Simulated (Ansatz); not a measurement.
A run of Ansatz (development build ahead of 0.2.0) on triplet AlO(+) in separate pieces at this shape:

```tsv
atom	x (Å)	y (Å)	z (Å)
O	0.0000	0.0000	0.0000
Al	0.0000	0.0000	5.2920
```

Its results:

```
Converged                       : yes
Total energy                    : -316.47108 hartree
Spin squared of the determinant : 2.000
Stability test                  : minimum among restricted orbitals
```

(1) Which input gives this output? Name the method, the orbitals and the basis set, and write the input.

Answers

(1) ROHF in pcseg-2.

```yaml
crystal:
  periodic: [false, false, false]
  atoms:
    - { symbol: O, position_ang: [0.0, 0.0, 0.0] }
    - { symbol: Al, position_ang: [0.0, 0.0, 5.292] }
basis:
  gaussian: { orbitals: pcseg-2 }
total_charge: 1
magnetization:
  initial_magnetization: 2
hamiltonian:
  xc: hf
```

Caution: stretched shape with no unrestricted run beside it, a lower state can exist.
